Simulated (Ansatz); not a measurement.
# SiH₄+ (doublet): wave-function methods side by side at a displaced geometry (v1), cc-pVDZ

The task here is to estimate one member of a computed series from the others.

Computed with Ansatz 0.2.0, Gaussian basis. Level: cc-pVDZ, core rule «outside noble gas», up to 5 orbitals frozen.

The runs, in order: UHF; CCSD(T) on ROHF; CCSD(T) on UHF; BCCD(T) on ROHF; CISD; CCSDT(Q) on ROHF; CCSDT(Q) on UHF.

20 further runs of the same task are left out: 6 for a known fault of the program, 3 that didn't finish, 11 set aside as unsound or not needed.

## The geometry

The geometry is a PBE0/def2-TZVP stationary point (not a proven minimum) with its atoms shifted at random (size 0.040 Å).

5 atoms, charge 1, spin multiplicity 2.

Atoms are counted from 1 here; the program's logs count them from 0.

Bond lengths: Si1–H2 1.518 Å, Si1–H3 1.469 Å, Si1–H4 1.542 Å, Si1–H5 1.597 Å. Angles: H2–Si1–H3 90.2°, H2–Si1–H4 91.3°, H2–Si1–H5 176.0°, H3–Si1–H4 178.5°, H3–Si1–H5 91.6°, H4–Si1–H5 86.9°.

Set-up of the first run:

Input file in.yaml:

```yaml
crystal:
  periodic: [false, false, false]
  atoms:
    - {symbol: Si, position_ang: [0.003370, -0.000123, 0.005157]}
    - {symbol: H, position_ang: [-0.008629, 1.074594, 1.077783]}
    - {symbol: H, position_ang: [0.033658, -1.040785, 1.042127]}
    - {symbol: H, position_ang: [-0.035433, 1.064060, -1.109542]}
    - {symbol: H, position_ang: [-0.083495, -1.094449, -1.154075]}
basis:
  gaussian: {orbitals: cc-pVDZ}
total_charge: 1
magnetization: {spin_polarized: true, initial_magnetization: 1}
hamiltonian: {xc: hf}
output: {orbitals: {seedname: orbitals}}
```

Command:

```console
$ ansatz run in.yaml --threads 1 --pin off --events-out ev --progress --plain --max-ram 2393MiB
```

Among the steps run: UHF; CCSD(T) on ROHF; CCSD(T) on UHF; BCCD(T) on ROHF; CISD; CCSDT(Q) on ROHF; CCSDT(Q) on UHF.

One table of the session follows, with a row left open; its other results are not shown here.

| method | from UCCSDT(Q) (kJ/mol) |
| --- | --- |
| ROHF | +378.5 |
| UHF | +346.5 |
| RMP2 | +89.5 |
| UMP2 | +91.6 |
| CISD | +25.9 |
| RCCSD | +9.8 |
| UCCSD | +9.3 |
| RCCSD(T) | ? |
| UCCSD(T) | +2.4 |
| BCCD(T) | +2.3 |
| RCCSDT | +0.2 |
| UCCSDT | +0.2 |
| RCCSDT(Q) | 0.0 |
| UCCSDT(Q) | 0 |

**Question.** Estimate the row for RCCSD(T).

**Answer.** from UCCSDT(Q) (kJ/mol): +2.2. In the column «from UCCSDT(Q) (kJ/mol)» it lies between UCCSDT (+0.2) and BCCD(T) (+2.3).

Among the levels timed on like hardware and quicker than the yardstick, those that no quicker one beats, quickest first: CISD (0.57 s, +25.9 kJ/mol); UCCSD(T) (0.75 s, +2.4 kJ/mol); RCCSD(T) (0.76 s, +2.2 kJ/mol). Runs this short are mostly start-up, so their order is noise.

Limits of these values: Restricted and unrestricted rows rest on different reference determinants; where their highest levels disagree by more than a few hundredths of an eV, they describe different states and don't form one ladder.
